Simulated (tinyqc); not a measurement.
Inside a calculation (part 2 of 2). Method: UHF in the sto-6g basis, for CH2, spin multiplicity 3. Computed by tinyqc, a small Python program that keeps every step (integrals from PySCF). Command: `OMP_NUM_THREADS=1 python tinyqc.py 28757 28758 out.jsonl` (the two numbers bound the seeds that draw the settings). One thread of a shared host (Intel(R) Xeon(R) Processor @ 2.60GHz), about 0.1 s of CPU time with the checks.

Geometry (angstrom):
```
atom       x        y       z
C     0.0000   0.0000  0.0000
H     0.0000   1.0090  0.6780
H     0.0000  -1.0090  0.6780
```

## Iteration 2: building the Fock matrix

D(alpha) after iteration 1:
```
          1C 1s    1C 2s  1C 2px   1C 2py   1C 2pz    2H 1s    3H 1s
1C 1s    1.0526  -0.2120  0.0000   0.0000   0.0678  -0.0249  -0.0249
1C 2s   -0.2120   0.8988  0.0000   0.0000  -0.3470   0.0155   0.0155
1C 2px   0.0000   0.0000  1.0000   0.0000   0.0000   0.0000   0.0000
1C 2py   0.0000   0.0000  0.0000   0.2793   0.0000   0.2445  -0.2445
1C 2pz   0.0678  -0.3470  0.0000   0.0000   0.5846   0.2456   0.2456
2H 1s   -0.0249   0.0155  0.0000   0.2445   0.2456   0.3551  -0.0731
3H 1s   -0.0249   0.0155  0.0000  -0.2445   0.2456  -0.0731   0.3551
```

D(beta) after iteration 1:
```
          1C 1s    1C 2s  1C 2px   1C 2py   1C 2pz    2H 1s    3H 1s
1C 1s    1.0231  -0.0800  0.0000   0.0000  -0.0392  -0.0669  -0.0669
1C 2s   -0.0800   0.3120  0.0000   0.0000   0.1304   0.1916   0.1916
1C 2px   0.0000   0.0000  0.0000   0.0000   0.0000   0.0000   0.0000
1C 2py   0.0000   0.0000  0.0000   0.2172   0.0000   0.2358  -0.2358
1C 2pz  -0.0392   0.1304  0.0000   0.0000   0.0545   0.0802   0.0802
2H 1s   -0.0669   0.1916  0.0000   0.2358   0.0802   0.3742  -0.1381
3H 1s   -0.0669   0.1916  0.0000  -0.2358   0.0802  -0.1381   0.3742
```

core Hamiltonian H = T + V (hartree):
```
           1C 1s    1C 2s   1C 2px   1C 2py   1C 2pz    2H 1s    3H 1s
1C 1s   -18.8099  -4.3230   0.0000   0.0000  -0.0160  -0.8686  -0.8686
1C 2s    -4.3230  -5.5245   0.0000   0.0000  -0.1635  -2.0328  -2.0328
1C 2px    0.0000   0.0000  -4.4693   0.0000   0.0000   0.0000   0.0000
1C 2py    0.0000   0.0000   0.0000  -4.6102   0.0000  -1.4525   1.4525
1C 2pz   -0.0160  -0.1635   0.0000   0.0000  -4.5329  -1.0114  -1.0114
2H 1s    -0.8686  -2.0328   0.0000  -1.4525  -1.0114  -3.3113  -0.5292
3H 1s    -0.8686  -2.0328   0.0000   1.4525  -1.0114  -0.5292  -3.3113
```

nuclear repulsion = 5.485946 hartree

Given earlier and not repeated: Two-electron integrals (ij|kl) in chemists' order.

J_ij = sum D_kl (ij|kl) with D = D(alpha) + D(beta), K_ij = sum D_kl (ik|jl) for each spin; F = H + J - K(s); E = tr D H + tr D J / 2 - 0.5 sum_s tr D(s) K(s) + E_nn.

Coulomb J (hartree):
```
          1C 1s   1C 2s  1C 2px   1C 2py  1C 2pz   2H 1s    3H 1s
1C 1s   11.2374  2.0337  0.0000   0.0000  0.0155  0.4172   0.4172
1C 2s    2.0337  4.9741  0.0000   0.0000  0.1486  1.8243   1.8243
1C 2px   0.0000  0.0000  4.9362   0.0000  0.0000  0.0000   0.0000
1C 2py   0.0000  0.0000  0.0000   5.0219  0.0000  1.4297  -1.4297
1C 2pz   0.0155  0.1486  0.0000   0.0000  4.9643  0.9949   0.9949
2H 1s    0.4172  1.8243  0.0000   1.4297  0.9949  3.5416   0.4614
3H 1s    0.4172  1.8243  0.0000  -1.4297  0.9949  0.4614   3.5416
```

exchange K(alpha) (hartree):
```
         1C 1s    1C 2s  1C 2px   1C 2py   1C 2pz   2H 1s    3H 1s
1C 1s   3.6300   0.5969  0.0000   0.0000   0.0021  0.1299   0.1299
1C 2s   0.5969   0.9725  0.0000   0.0000  -0.0610  0.4074   0.4074
1C 2px  0.0000   0.0000  0.8586   0.0000   0.0000  0.0000   0.0000
1C 2py  0.0000   0.0000  0.0000   0.6505   0.0000  0.3179  -0.3179
1C 2pz  0.0021  -0.0610  0.0000   0.0000   0.7387  0.2225   0.2225
2H 1s   0.1299   0.4074  0.0000   0.3179   0.2225  0.6064   0.1000
3H 1s   0.1299   0.4074  0.0000  -0.3179   0.2225  0.1000   0.6064
```

exchange K(beta) (hartree):
```
         1C 1s   1C 2s  1C 2px   1C 2py  1C 2pz   2H 1s    3H 1s
1C 1s   3.5671  0.5484  0.0000   0.0000  0.0032  0.1178   0.1178
1C 2s   0.5484  0.5590  0.0000   0.0000  0.2319  0.3594   0.3594
1C 2px  0.0000  0.0000  0.1104   0.0000  0.0000  0.0000   0.0000
1C 2py  0.0000  0.0000  0.0000   0.5157  0.0000  0.3042  -0.3042
1C 2pz  0.0032  0.2319  0.0000   0.0000  0.2176  0.1990   0.1990
2H 1s   0.1178  0.3594  0.0000   0.3042  0.1990  0.5981   0.0817
3H 1s   0.1178  0.3594  0.0000  -0.3042  0.1990  0.0817   0.5981
```

F(alpha) (hartree):
```
           1C 1s    1C 2s   1C 2px   1C 2py   1C 2pz    2H 1s    3H 1s
1C 1s   -11.2025  -2.8861   0.0000   0.0000  -0.0027  -0.5812  -0.5812
1C 2s    -2.8861  -1.5229   0.0000   0.0000   0.0462  -0.6160  -0.6160
1C 2px    0.0000   0.0000  -0.3917   0.0000   0.0000   0.0000   0.0000
1C 2py    0.0000   0.0000   0.0000  -0.2389   0.0000  -0.3408   0.3408
1C 2pz   -0.0027   0.0462   0.0000   0.0000  -0.3073  -0.2390  -0.2390
2H 1s    -0.5812  -0.6160   0.0000  -0.3408  -0.2390  -0.3761  -0.1677
3H 1s    -0.5812  -0.6160   0.0000   0.3408  -0.2390  -0.1677  -0.3761
```

F(beta) (hartree):
```
           1C 1s    1C 2s  1C 2px   1C 2py   1C 2pz    2H 1s    3H 1s
1C 1s   -11.1397  -2.8376  0.0000   0.0000  -0.0037  -0.5691  -0.5691
1C 2s    -2.8376  -1.1094  0.0000   0.0000  -0.2467  -0.5679  -0.5679
1C 2px    0.0000   0.0000  0.3566   0.0000   0.0000   0.0000   0.0000
1C 2py    0.0000   0.0000  0.0000  -0.1040   0.0000  -0.3271   0.3271
1C 2pz   -0.0037  -0.2467  0.0000   0.0000   0.2138  -0.2155  -0.2155
2H 1s    -0.5691  -0.5679  0.0000  -0.3271  -0.2155  -0.3678  -0.1495
3H 1s    -0.5691  -0.5679  0.0000   0.3271  -0.2155  -0.1495  -0.3678
```

total energy of this density = -38.780224 hartree

## Iteration 2: DIIS over 2 matrices

error matrix X^T (FDS - SDF) X (alpha):
```
         1        2       3        4        5        6        7
1   0.0000  -0.0127  0.0000   0.0000  -0.0130   0.0143   0.0143
2   0.0127   0.0000  0.0000   0.0000  -0.0232   0.0068   0.0068
3   0.0000   0.0000  0.0000   0.0000   0.0000   0.0000   0.0000
4   0.0000   0.0000  0.0000   0.0000   0.0000  -0.0332   0.0332
5   0.0130   0.0232  0.0000   0.0000   0.0000  -0.0190  -0.0190
6  -0.0143  -0.0068  0.0000   0.0332   0.0190   0.0000   0.0000
7  -0.0143  -0.0068  0.0000  -0.0332   0.0190   0.0000   0.0000
```

B (overlaps of the stored error matrices):
```
                1               2
1   1.4653166e+00  -8.8674078e-02
2  -8.8674078e-02   1.6275867e-02
```

Minimise |sum c_i e_i|^2 with sum c_i = 1: solve [B -1; -1 0][c; lambda] = [0; -1] with B_ij = tr e_i^T e_j summed over both spins, and take F = sum c_i F_i.

DIIS coefficients: 0.0633  0.9367

extrapolated F(alpha) (hartree):
```
           1C 1s    1C 2s   1C 2px   1C 2py   1C 2pz    2H 1s    3H 1s
1C 1s   -11.1295  -2.8717   0.0000   0.0000  -0.0020  -0.5784  -0.5784
1C 2s    -2.8717  -1.4955   0.0000   0.0000   0.0393  -0.6049  -0.6049
1C 2px    0.0000   0.0000  -0.3591   0.0000   0.0000   0.0000   0.0000
1C 2py    0.0000   0.0000   0.0000  -0.2206   0.0000  -0.3307   0.3307
1C 2pz   -0.0020   0.0393   0.0000   0.0000  -0.2833  -0.2327  -0.2327
2H 1s    -0.5784  -0.6049   0.0000  -0.3307  -0.2327  -0.3610  -0.1655
3H 1s    -0.5784  -0.6049   0.0000   0.3307  -0.2327  -0.1655  -0.3610
```

extrapolated F(beta) (hartree):
```
           1C 1s    1C 2s  1C 2px   1C 2py   1C 2pz    2H 1s    3H 1s
1C 1s   -11.0677  -2.8224  0.0000   0.0000  -0.0039  -0.5663  -0.5663
1C 2s    -2.8224  -1.0852  0.0000   0.0000  -0.2535  -0.5560  -0.5560
1C 2px    0.0000   0.0000  0.3879   0.0000   0.0000   0.0000   0.0000
1C 2py    0.0000   0.0000  0.0000  -0.0884   0.0000  -0.3171   0.3171
1C 2pz   -0.0039  -0.2535  0.0000   0.0000   0.2430  -0.2109  -0.2109
2H 1s    -0.5663  -0.5560  0.0000  -0.3171  -0.2109  -0.3518  -0.1474
3H 1s    -0.5663  -0.5560  0.0000   0.3171  -0.2109  -0.1474  -0.3518
```

## Iteration 2: diagonalisation and new density

X:
```
          1C 1s    1C 2s  1C 2px   1C 2py   1C 2pz    2H 1s    3H 1s
1C 1s    1.0253  -0.1445  0.0000   0.0000  -0.0099   0.0218   0.0218
1C 2s   -0.1445   1.2114  0.0000   0.0000   0.1027  -0.2771  -0.2771
1C 2px   0.0000   0.0000  1.0000   0.0000   0.0000   0.0000   0.0000
1C 2py   0.0000   0.0000  0.0000   1.1285   0.0000  -0.2348   0.2348
1C 2pz  -0.0099   0.1027  0.0000   0.0000   1.0560  -0.1517  -0.1517
2H 1s    0.0218  -0.2771  0.0000  -0.2348  -0.1517   1.1848  -0.0219
3H 1s    0.0218  -0.2771  0.0000   0.2348  -0.1517  -0.0219   1.1848
```

Diagonalise F' = X^T F X, C = X C', fill 5 alpha and 3 beta electrons from the bottom; D(s) = C_occ C_occ^T. Each column has its largest component positive (the first on a tie).

F' = X^T F X (alpha) (hartree):
```
          1        2        3        4        5        6        7
1  -10.9241  -1.4609   0.0000   0.0000  -0.0337  -0.0737  -0.0737
2   -1.4609  -0.7496   0.0000   0.0000   0.2227  -0.3764  -0.3764
3    0.0000   0.0000  -0.3591   0.0000   0.0000   0.0000   0.0000
4    0.0000   0.0000   0.0000   0.0481   0.0000  -0.3730   0.3730
5   -0.0337   0.2227   0.0000   0.0000  -0.1594  -0.2523  -0.2523
6   -0.0737  -0.3764   0.0000  -0.3730  -0.2523   0.0308  -0.0349
7   -0.0737  -0.3764   0.0000   0.3730  -0.2523  -0.0349   0.0308
```

orbital energies (alpha) (hartree): MO1 -11.1325, MO2 -0.8527, MO3 -0.4707, MO4 -0.4079, MO5 -0.3591, MO6 0.5559, MO7 0.5845

coefficients C (alpha):
```
            MO1      MO2      MO3      MO4     MO5      MO6      MO7
1C 1s    0.9953  -0.2387   0.0000   0.0684  0.0000  -0.1446   0.0000
1C 2s    0.0205   0.8466   0.0000  -0.3872  0.0000   0.8862   0.0000
1C 2px   0.0000   0.0000   0.0000   0.0000  1.0000   0.0000   0.0000
1C 2py   0.0000   0.0000   0.5718   0.0000  0.0000   0.0000   1.0280
1C 2pz   0.0019  -0.0385   0.0000   0.7887  0.0000   0.7404   0.0000
2H 1s   -0.0042   0.1839   0.4309   0.3032  0.0000  -0.8067  -0.7730
3H 1s   -0.0042   0.1839  -0.4309   0.3032  0.0000  -0.8067   0.7730
```

F' = X^T F X (beta) (hartree):
```
          1        2       3        4        5        6        7
1  -10.8654  -1.4731  0.0000   0.0000   0.0017  -0.0702  -0.0702
2   -1.4731  -0.2928  0.0000   0.0000  -0.0791  -0.3872  -0.3872
3    0.0000   0.0000  0.3879   0.0000   0.0000   0.0000   0.0000
4    0.0000   0.0000  0.0000   0.2009   0.0000  -0.3854   0.3854
5    0.0017  -0.0791  0.0000   0.0000   0.3527  -0.2252  -0.2252
6   -0.0702  -0.3872  0.0000  -0.3854  -0.2252   0.0222  -0.0298
7   -0.0702  -0.3872  0.0000   0.3854  -0.2252  -0.0298   0.0222
```

orbital energies (beta) (hartree): MO1 -11.0695, MO2 -0.6552, MO3 -0.4237, MO4 0.2792, MO5 0.3879, MO6 0.6325, MO7 0.6766

coefficients C (beta):
```
            MO1      MO2      MO3      MO4     MO5      MO6      MO7
1C 1s    0.9964  -0.1845   0.0000  -0.1689  0.0000  -0.1334   0.0000
1C 2s    0.0158   0.5874   0.0000   0.7923  0.0000   0.8243   0.0000
1C 2px   0.0000   0.0000   0.0000   0.0000  1.0000   0.0000   0.0000
1C 2py   0.0000   0.0000   0.4918   0.0000  0.0000   0.0000   1.0686
1C 2pz   0.0021   0.2071   0.0000  -0.6368  0.0000   0.8505   0.0000
2H 1s   -0.0034   0.3331   0.4885  -0.3202  0.0000  -0.7503  -0.7379
3H 1s   -0.0034   0.3331  -0.4885  -0.3202  0.0000  -0.7503   0.7379
```

D(alpha) after iteration 2:
```
          1C 1s    1C 2s  1C 2px   1C 2py   1C 2pz    2H 1s    3H 1s
1C 1s    1.0522  -0.2082  0.0000   0.0000   0.0650  -0.0273  -0.0273
1C 2s   -0.2082   0.8671  0.0000   0.0000  -0.3379   0.0383   0.0383
1C 2px   0.0000   0.0000  1.0000   0.0000   0.0000   0.0000   0.0000
1C 2py   0.0000   0.0000  0.0000   0.3270   0.0000   0.2464  -0.2464
1C 2pz   0.0650  -0.3379  0.0000   0.0000   0.6236   0.2320   0.2320
2H 1s   -0.0273   0.0383  0.0000   0.2464   0.2320   0.3114  -0.0599
3H 1s   -0.0273   0.0383  0.0000  -0.2464   0.2320  -0.0599   0.3114
```

D(beta) after iteration 2:
```
          1C 1s    1C 2s  1C 2px   1C 2py   1C 2pz    2H 1s    3H 1s
1C 1s    1.0268  -0.0926  0.0000   0.0000  -0.0361  -0.0649  -0.0649
1C 2s   -0.0926   0.3453  0.0000   0.0000   0.1217   0.1956   0.1956
1C 2px   0.0000   0.0000  0.0000   0.0000   0.0000   0.0000   0.0000
1C 2py   0.0000   0.0000  0.0000   0.2419   0.0000   0.2403  -0.2403
1C 2pz  -0.0361   0.1217  0.0000   0.0000   0.0429   0.0690   0.0690
2H 1s   -0.0649   0.1956  0.0000   0.2403   0.0690   0.3496  -0.1277
3H 1s   -0.0649   0.1956  0.0000  -0.2403   0.0690  -0.1277   0.3496
```

## Iteration 9 (converged): orbitals

converged F(alpha) (hartree):
```
           1C 1s    1C 2s   1C 2px   1C 2py   1C 2pz    2H 1s    3H 1s
1C 1s   -11.1477  -2.8773   0.0000   0.0000  -0.0035  -0.5800  -0.5800
1C 2s    -2.8773  -1.5032   0.0000   0.0000   0.0289  -0.6153  -0.6153
1C 2px    0.0000   0.0000  -0.3657   0.0000   0.0000   0.0000   0.0000
1C 2py    0.0000   0.0000   0.0000  -0.2467   0.0000  -0.3405   0.3405
1C 2pz   -0.0035   0.0289   0.0000   0.0000  -0.3099  -0.2382  -0.2382
2H 1s    -0.5800  -0.6153   0.0000  -0.3405  -0.2382  -0.3619  -0.1696
3H 1s    -0.5800  -0.6153   0.0000   0.3405  -0.2382  -0.1696  -0.3619
```

converged F(beta) (hartree):
```
           1C 1s    1C 2s  1C 2px   1C 2py   1C 2pz    2H 1s    3H 1s
1C 1s   -11.0867  -2.8227  0.0000   0.0000  -0.0060  -0.5666  -0.5666
1C 2s    -2.8227  -1.0978  0.0000   0.0000  -0.2351  -0.5675  -0.5675
1C 2px    0.0000   0.0000  0.3809   0.0000   0.0000   0.0000   0.0000
1C 2py    0.0000   0.0000  0.0000  -0.0855   0.0000  -0.3274   0.3274
1C 2pz   -0.0060  -0.2351  0.0000   0.0000   0.2602  -0.2016  -0.2016
2H 1s    -0.5666  -0.5675  0.0000  -0.3274  -0.2016  -0.3771  -0.1480
3H 1s    -0.5666  -0.5675  0.0000   0.3274  -0.2016  -0.1480  -0.3771
```

As before.

F' = X^T F X (alpha) (hartree):
```
          1        2        3        4        5        6        7
1  -10.9417  -1.4643   0.0000   0.0000  -0.0341  -0.0728  -0.0728
2   -1.4643  -0.7485   0.0000   0.0000   0.2132  -0.3870  -0.3870
3    0.0000   0.0000  -0.3657   0.0000   0.0000   0.0000   0.0000
4    0.0000   0.0000   0.0000   0.0256   0.0000  -0.3815   0.3815
5   -0.0341   0.2132   0.0000   0.0000  -0.1873  -0.2529  -0.2529
6   -0.0728  -0.3870   0.0000  -0.3815  -0.2529   0.0405  -0.0382
7   -0.0728  -0.3870   0.0000   0.3815  -0.2529  -0.0382   0.0405
```

orbital energies (alpha) (hartree): MO1 -11.1508, MO2 -0.8630, MO3 -0.4880, MO4 -0.4209, MO5 -0.3657, MO6 0.5595, MO7 0.5923

coefficients C (alpha):
```
            MO1      MO2      MO3      MO4     MO5      MO6      MO7
1C 1s    0.9953  -0.2373   0.0000   0.0701  0.0000  -0.1463   0.0000
1C 2s    0.0206   0.8381   0.0000  -0.3853  0.0000   0.8951   0.0000
1C 2px   0.0000   0.0000   0.0000   0.0000  1.0000   0.0000   0.0000
1C 2py   0.0000   0.0000   0.5885   0.0000  0.0000   0.0000   1.0186
1C 2pz   0.0021  -0.0211   0.0000   0.8060  0.0000   0.7223   0.0000
2H 1s   -0.0042   0.1904   0.4182   0.2806  0.0000  -0.8133  -0.7799
3H 1s   -0.0042   0.1904  -0.4182   0.2806  0.0000  -0.8133   0.7799
```

F' = X^T F X (beta) (hartree):
```
          1        2       3        4        5        6        7
1  -10.8853  -1.4703  0.0000   0.0000  -0.0031  -0.0693  -0.0693
2   -1.4703  -0.2963  0.0000   0.0000  -0.0577  -0.3949  -0.3949
3    0.0000   0.0000  0.3809   0.0000   0.0000   0.0000   0.0000
4    0.0000   0.0000  0.0000   0.2129   0.0000  -0.3944   0.3944
5   -0.0031  -0.0577  0.0000   0.0000   0.3693  -0.2192  -0.2192
6   -0.0693  -0.3949  0.0000  -0.3944  -0.2192  -0.0021  -0.0302
7   -0.0693  -0.3949  0.0000   0.3944  -0.2192  -0.0302  -0.0021
```

orbital energies (beta) (hartree): MO1 -11.0884, MO2 -0.6678, MO3 -0.4449, MO4 0.2729, MO5 0.3809, MO6 0.6387, MO7 0.6859

coefficients C (beta):
```
            MO1      MO2      MO3      MO4     MO5      MO6      MO7
1C 1s    0.9965  -0.1838   0.0000  -0.1673  0.0000  -0.1354   0.0000
1C 2s    0.0153   0.5811   0.0000   0.7931  0.0000   0.8280   0.0000
1C 2px   0.0000   0.0000   0.0000   0.0000  1.0000   0.0000   0.0000
1C 2py   0.0000   0.0000   0.4766   0.0000  0.0000   0.0000   1.0755
1C 2pz   0.0022   0.1791   0.0000  -0.6299  0.0000   0.8620   0.0000
2H 1s   -0.0033   0.3445   0.4989  -0.3338  0.0000  -0.7392  -0.7309
3H 1s   -0.0033   0.3445  -0.4989  -0.3338  0.0000  -0.7392   0.7309
```

D(alpha) after iteration 9:
```
          1C 1s    1C 2s  1C 2px   1C 2py   1C 2pz    2H 1s    3H 1s
1C 1s    1.0518  -0.2054  0.0000   0.0000   0.0636  -0.0297  -0.0297
1C 2s   -0.2054   0.8512  0.0000   0.0000  -0.3282   0.0514   0.0514
1C 2px   0.0000   0.0000  1.0000   0.0000   0.0000   0.0000   0.0000
1C 2py   0.0000   0.0000  0.0000   0.3463   0.0000   0.2461  -0.2461
1C 2pz   0.0636  -0.3282  0.0000   0.0000   0.6501   0.2222   0.2222
2H 1s   -0.0297   0.0514  0.0000   0.2461   0.2222   0.2900  -0.0599
3H 1s   -0.0297   0.0514  0.0000  -0.2461   0.2222  -0.0599   0.2900
```

D(beta) after iteration 9:
```
          1C 1s    1C 2s  1C 2px   1C 2py   1C 2pz    2H 1s    3H 1s
1C 1s    1.0268  -0.0916  0.0000   0.0000  -0.0307  -0.0666  -0.0666
1C 2s   -0.0916   0.3379  0.0000   0.0000   0.1041   0.2001   0.2001
1C 2px   0.0000   0.0000  0.0000   0.0000   0.0000   0.0000   0.0000
1C 2py   0.0000   0.0000  0.0000   0.2272   0.0000   0.2378  -0.2378
1C 2pz  -0.0307   0.1041  0.0000   0.0000   0.0321   0.0617   0.0617
2H 1s   -0.0666   0.2001  0.0000   0.2378   0.0617   0.3676  -0.1303
3H 1s   -0.0666   0.2001  0.0000  -0.2378   0.0617  -0.1303   0.3676
```

## Convergence

Stop when the energy changes by less than 1e-08 hartree and every element of the error matrix X^T (F D S - S D F) X (for each spin) is below 3e-05.

Course of the cycle:
```
iteration  E (hartree)     change  largest element of the error matrix
1           -37.282622          -                             2.91e-01
2           -38.780224  -1.50e+00                             3.32e-02
3           -38.786743  -6.52e-03                             1.09e-02
4           -38.787414  -6.71e-04                             2.61e-03
5           -38.787520  -1.05e-04                             1.20e-03
6           -38.787551  -3.16e-05                             4.92e-04
7           -38.787555  -3.91e-06                             1.13e-04
8           -38.787555  -5.99e-08                             1.16e-05
9           -38.787555  -7.49e-10                             5.70e-07
```

PySCF UHF in the same basis, after a stability check = -38.787555 hartree

Converged in 9 iterations.

## Populations, bond orders and dipole

overlap S:
```
         1C 1s   1C 2s  1C 2px   1C 2py  1C 2pz   2H 1s    3H 1s
1C 1s   1.0000  0.2432  0.0000   0.0000  0.0000  0.0485   0.0485
1C 2s   0.2432  1.0000  0.0000   0.0000  0.0000  0.4217   0.4217
1C 2px  0.0000  0.0000  1.0000   0.0000  0.0000  0.0000   0.0000
1C 2py  0.0000  0.0000  0.0000   1.0000  0.0000  0.3500  -0.3500
1C 2pz  0.0000  0.0000  0.0000   0.0000  1.0000  0.2352   0.2352
2H 1s   0.0485  0.4217  0.0000   0.3500  0.2352  1.0000   0.1165
3H 1s   0.0485  0.4217  0.0000  -0.3500  0.2352  0.1165   1.0000
```

Mulliken: Z minus the diagonal of D S on the atom; Loewdin: the same with S^(1/2) D S^(1/2); Mayer order: 2 sum_s sum (D(s) S)_ij (D(s) S)_ji over the two atoms.

Charges (e):
```
atom  Mulliken  Loewdin  Mulliken spin
1C     -0.0541  -0.0193         2.1795
2H      0.0270   0.0096        -0.0897
3H      0.0270   0.0096        -0.0897
```

Mayer bond orders:
```
pair   order
2-1   0.9768
3-1   0.9768
3-2   0.0144
```

dipole moment about the origin, x y z (debye): 0.0000  0.0000  0.1734

<S^2> of the determinant (pure state: 2) = 2.0195
